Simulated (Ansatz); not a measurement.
Ansatz (a program for electronic structure) input (B3LYP/6-31G*):

Ansatz 0.2 input:
```yaml
crystal:
  periodic: [false, false, false]
  atoms:
    - {symbol: S, position_ang: [0.00640256, 0.00047292, 0.29069695]}
    - {symbol: O, position_ang: [-0.02787847, 1.30229518, -0.29234333]}
    - {symbol: O, position_ang: [0.01507336, -1.30324101, -0.28905056]}
basis:
  gaussian:
    orbitals: 6-31G*
hamiltonian:
  xc: {name: B3LYP}
total_charge: 1
magnetization: {spin_polarized: true, initial_magnetization: 1}
output: {forces: true}
```

Output:

```
Functional definition: B3LYP
integrals: 0.01 GiB planned
420 factors; integrals over basis functions are off by at most 9.5e-4 eV
mean field: 0.15 GiB planned
mean field evaluation 1: about -14898.8052 eV, gradient 6.9e1 eV
mean field evaluation 2: about -14848.9052 eV, gradient 1.3e2 eV
mean field evaluation 4: about -14915.4700 eV, gradient 4.1e0 eV
mean field evaluation 8: about -14915.7017 eV, gradient 1.6e-1 eV
mean field evaluation 16: about -14915.7018 eV, gradient 4.6e-5 eV
mean field -14915.70181753 eV, -548.1419315685 hartree, gradient 4.6e-5 eV, S^2 0.755675; 1 other end points of the search recorded, 0 dependent functions left out
the calculation of the forces begins
reference -14915.70195622 eV, -548.1419366652 hartree; 16, 15 occupied and 33, 34 virtual orbitals, 420 factors
Total energy: -14915.70195622 eV, -548.1419366652 hartree
Atom 0 at     0.006403     0.000473     0.290697 Å, force     0.033237     0.002455     1.509048 eV/Å
Atom 1 at    -0.027878     1.302295    -0.292343 Å, force    -0.043311     1.618004    -0.756570 eV/Å
Atom 2 at     0.015073    -1.303241    -0.289051 Å, force     0.010074    -1.620459    -0.752478 eV/Å
Dipole moment:     0.005822     0.000430     0.264360 e Å
```

The dipole moment of an ion depends on the origin.

The geometry given is a B3LYP-D3(BJ)/def2-TZVP minimum.
